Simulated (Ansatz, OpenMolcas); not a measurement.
# From Ansatz to OpenMolcas

This Ansatz 0.2.0 job computes BSiH5 (boranylsilane):

in.yaml:
```yaml
basis:
  gaussian: {orbitals: STO-3G}
crystal:
  periodic: [false, false, false]
  atoms:
    - {symbol: B, position_ang: [-0.043200, -1.189000, 0.204300]}
    - {symbol: Si, position_ang: [0.089100, 0.785300, -0.148500]}
    - {symbol: H, position_ang: [-1.126000, -1.690600, 0.290100]}
    - {symbol: H, position_ang: [0.906400, -1.902500, 0.335400]}
    - {symbol: H, position_ang: [-0.616000, 1.093400, -1.427200]}
    - {symbol: H, position_ang: [-0.623600, 1.516700, 0.939600]}
    - {symbol: H, position_ang: [1.474500, 1.318800, -0.239500]}
hamiltonian: {xc: hf}
accuracy: high
```

```bash
$ ansatz run in.yaml --threads 1 --pin off --max-ram 2610MiB --events-out events.jsonl --progress --plain --runs-dir runs
```

The shape is that of a PBE0-D4/def2-TZVP optimisation.

It gives a total energy of -312.842490 Eh.

Write the same calculation for OpenMolcas 26.06 as an input file of the program's own, asking for the gradient.

One way, which was run:

run.inp:
```
&GATEWAY
BASLIB = $CurrDir
COORD
7
angstrom
B       -0.043200      -1.189000       0.204300
Si       0.089100       0.785300      -0.148500
H       -1.126000      -1.690600       0.290100
H        0.906400      -1.902500       0.335400
H       -0.616000       1.093400      -1.427200
H       -0.623600       1.516700       0.939600
H        1.474500       1.318800      -0.239500
BASIS = STO-3G
GROUP = NoSym
&SEWARD
&SCF
THRESHOLDS = 1e-10 1e-07 1e-07 1e-05
PRORBITALS = 1
&ALASKA
```

```bash
$ export MOLCAS_MEM=1860
$ pymolcas run.inp > run.log
```

(Basis files named in the input come from the Basis Set Exchange and aren't shown.)

Its energy is -312.842490 Eh, 0.000 mEh from the first.
